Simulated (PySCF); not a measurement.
Gas-phase reaction: 2 BCl3 + B = 3 BCl2

Method: PySCF energies plus ideal-gas RRHO corrections (1 bar). Table values come from the NASA 1993 polynomials. After a fit of one offset per element over all species, the range-separated, M06-2X, PBE0/def2-QZVP and CCSD(T)/def2-TZVPP enthalpies, where run, lie to one side of the table for BCl2 (+48 kJ/mol): a fault of the table's entry, another state or a shared error of the levels is possible; this was not checked at source. † marks an energy on the PBE0/def2-TZVP geometry and frequencies. Open shells (unrestricted): B (multiplicity 2), BCl2 (multiplicity 2); the rest are closed-shell singlets. Spin-orbit splitting is ignored; it lowers the true energy and changes the entropy of B. For this reaction the table lies outside the span of B3LYP, CCSD(T), M06-2X, MP2, PBE0, r2SCAN, ωB97M-V, ωB97X-V in their largest bases here; which side is off was not settled. The table's entry may be an old estimate for BCl2 (not checked at source).

ωB97M-V/def2-TZVP† gives ΔH°(298 K) = 158.8 kJ.

Problem. What does M06-2X/def2-TZVP† give, and where does the table lie?

Solution. M06-2X/def2-TZVP†: 115.5 kJ. Table: 7.4 kJ.
